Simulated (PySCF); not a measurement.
Molfile (atoms numbered from 1):
```
C2H3N2P
     RDKit          3D

  8  8  0  0  0  0  0  0  0  0999 V2000
    0.9487    0.1644   -0.9740 C   0  0  0  0  0  0  0  0  0  0  0  0
    0.7578    0.9447    0.0692 N   0  0  0  0  0  0  0  0  0  0  0  0
   -0.2477    0.4568    0.7799 N   0  0  0  0  0  0  0  0  0  0  0  0
   -0.8466   -0.6660    0.3430 C   0  0  0  0  0  0  0  0  0  0  0  0
   -0.1271   -1.2366   -1.1232 P   0  0  0  0  0  0  0  0  0  0  0  0
    1.7506    0.4323   -1.6659 H   0  0  0  0  0  0  0  0  0  0  0  0
   -0.5087    0.9623    1.6200 H   0  0  0  0  0  0  0  0  0  0  0  0
   -1.6747   -1.0772    0.9209 H   0  0  0  0  0  0  0  0  0  0  0  0
  1  2  2  0
  2  3  1  0
  3  4  1  0
  4  5  2  0
  5  1  1  0
  1  6  1  0
  3  7  1  0
  4  8  1  0
M  END
```

Geometry: PBE0-D3(BJ)/def2-SVP; GIAO shifts from PySCF, gas phase, non-relativistic, averaged over equivalent atoms.

At B97-D/pcSseg-2 (229 basis functions, 20 s wall time on 1 thread of an Arm Neoverse V2, shared host):
```json
{"atoms": "C1", "δ (ppm)": "166.9"}
{"atoms": "C4", "δ (ppm)": "155.2"}
{"atoms": "N2", "δ (ppm)": "353.2"}
{"atoms": "N3", "δ (ppm)": "234.0"}
{"atoms": "P5", "δ (ppm)": "87.4"}
{"atoms": "H7", "δ (ppm)": "10.56"}
{"atoms": "H6", "δ (ppm)": "8.76"}
{"atoms": "H8", "δ (ppm)": "8.45"}
```

References, each an isolated molecule treated in the same way: TMS for 13C (σ = 179.03 ppm) and 1H (σ = 31.40 ppm); 15N (σ = 257.90 ppm) against NH3; H3PO4 for 31P (σ = 294.57 ppm).

**Question.** Predict the values at KT2/pcSseg-2 on the same geometry.

**Answer.** 
| atoms | δ at KT2/pcSseg-2 | change |
| --- | --- | --- |
| C1 | 160.7 | -6.2 |
| C4 | 150.3 | -4.9 |
| N2 | 347.0 | -6.2 |
| N3 | 231.7 | -2.3 |
| P5 | 57.0 | -30.4 |
| H7 | 10.65 | +0.09 |
| H6 | 8.75 | -0.01 |
| H8 | 8.48 | +0.03 |

References, each an isolated molecule treated in the same way: TMS for 13C (182.28 ppm) and 1H (31.18 ppm); 15N (260.12 ppm) vs NH3; 31P (313.10 ppm) against H3PO4.

The largest change is at P5 (phosphorus bonded to 2 C, in a 5-membered ring). Cost: 229 basis functions, 20 s wall time on 1 thread of an Arm Neoverse V2, shared host.

Experimental scales use liquid or dissolved standards, which lie at an offset from isolated NH3 (liquid NH3: subtract about 20 ppm) and H3PO4. Unscaled 15N shifts of sp2 nitrogen come out 20 to 40 ppm too high even then.
